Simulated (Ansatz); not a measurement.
System: tetradymite Bi2Se3. Method: PBE-D3(BJ) (PAW; Ansatz, a first-principles code).

Settings: plane-wave cutoff 500 eV, 12×12×12 k mesh, Fermi–Dirac smearing 0.05 eV, scalar-relativistic PAW data made under PBE.

Computed at the level's own relaxed cell.

What does this level give for the volume per atom, lattice constant a, c axis length and band gap?


- volume per atom = 28.23 Å³/atom
- lattice constant a = 4.143 Å
- c axis length = 28.482 Å
- band gap = 0.17 eV (on the SCF k mesh)

Measured, for comparison: band gap 0.3 eV (temperature not stated, not corrected to a static lattice; as tabulated in Park and Ryu (2016), arXiv:1610.06451); lattice constant a 4.143 Å, lattice parameter c 28.636 Å (temperature not stated, not corrected to a static lattice; as tabulated in Luo et al. (2012), arXiv:1308.1523). Computed (rounded) less measured: lattice constant a 0.0 %, lattice parameter c -0.5 %. A static lattice is as a rule a little smaller and stiffer than an uncorrected measurement, which narrows the difference in the lattice parameter c and would widen misses of the other sign.

Spin–orbit coupling is not included; with these elements it can move the gap by several tenths of an eV or more.

Static lattice: no zero-point or thermal effects.

It cost around 7 core-minutes (rough) of CPU time.
